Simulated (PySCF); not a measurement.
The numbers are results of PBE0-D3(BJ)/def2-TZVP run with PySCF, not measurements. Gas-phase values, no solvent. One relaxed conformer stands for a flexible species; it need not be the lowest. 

Reference species (SMILES): `CCNC` (C–C–N–C torsion 64°) (neutral, multiplicity 1).

```yaml
HOMO: -6.25 eV
HOMO–LUMO gap: 7.45 eV
```

Changed species: `CN(C)C`.

Predict the effect on the HOMO and HOMO–LUMO gap.

the HOMO goes up by 0.10 eV, to -6.15 eV; the HOMO–LUMO gap decreases by 0.12 eV, to 7.33 eV.
